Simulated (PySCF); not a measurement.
HN, SMILES [NH], multiplicity 3. Atoms are numbered in the order given.

```xyz
2

N      0.0000     0.0000    -0.1299
H      0.0000     0.0000     0.9093
```
Charge 0, spin multiplicity 3.

Coordinates come from a PBE0-D3(BJ)/def2-TZVPD optimisation.

Two levels are set side by side: PBE/pcH-1 (PySCF) and B3LYP/pcH-1 (PySCF). Contact hyperfine couplings, same geometry. Differences are taken from unrounded values.

| quantity | B3LYP | PBE | PBE minus B3LYP |
|---|---|---|---|
| A(iso) of 14N, atom N1 (MHz) | 18.7 | 10.1 | -8.6 |
| A(iso) of 1H, atom H2 (MHz) | -57.1 | -54.7 | 2.3 |

Rough cost on one machine, each run with all the roots and properties that it gave: B3LYP against PBE within a factor of 2.
